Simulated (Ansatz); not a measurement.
in.yaml

```yaml
crystal:
  periodic: [false, false, false]
  atoms:
    - {symbol: Al, position_ang: [0.000000, 0.000000, 1.945933]}
    - {symbol: Ga, position_ang: [0.000000, 0.000000, -0.362467]}
    - {symbol: H, position_ang: [0.000000, 0.000000, -1.583467]}
basis:
  gaussian: {orbitals: 6-31G}
magnetization: {spin_polarized: false, initial_magnetization: 3}
correlation: {method: fci, electrons: outside_noble_gas}
```

```sh
$ ansatz run in.yaml --threads 1 --pin off --events-out ev --progress --plain --max-ram 2393MiB
```

(1) Roughly how long does this take on 1 thread of Arm Neoverse V2, shared host, and how much host memory?

```
731 factors; integrals over basis functions are off by at most 1.1e-7 eV
mean field evaluation 1: about -58919.0564 eV, gradient 8.2e0 eV
mean field evaluation 2: about -58919.0996 eV, gradient 8.3e0 eV
mean field evaluation 4: about -58919.9216 eV, gradient 2.0e0 eV
mean field evaluation 8: about -58920.0348 eV, gradient 4.9e-1 eV
mean field evaluation 16: about -58920.0490 eV, gradient 3.3e-6 eV
mean field -58920.04899867 eV, -2165.2718632574 hartree, gradient 3.3e-6 eV, S^2 3.750000; 2 other end points of the search recorded, 0 dependent functions left out
mean field evaluation 32: about -58919.0952 eV, gradient 6.7e0 eV
19 core orbitals not correlated: weight in the atoms' cores, before any rotation towards them, 0.983 or more for the frozen orbitals, at most 0.010 for the correlated occupied ones
reference -58920.04899867 eV, -2165.2718632574 hartree; 5, 2 occupied and 20, 23 virtual orbitals, 731 factors
state -58921.90240476 eV, -2165.3399746751 hartree
Total energy: -58921.90240476 eV, -2165.3399746751 hartree
```

## Answers

(1) 95 s wall and 0.81 GiB.
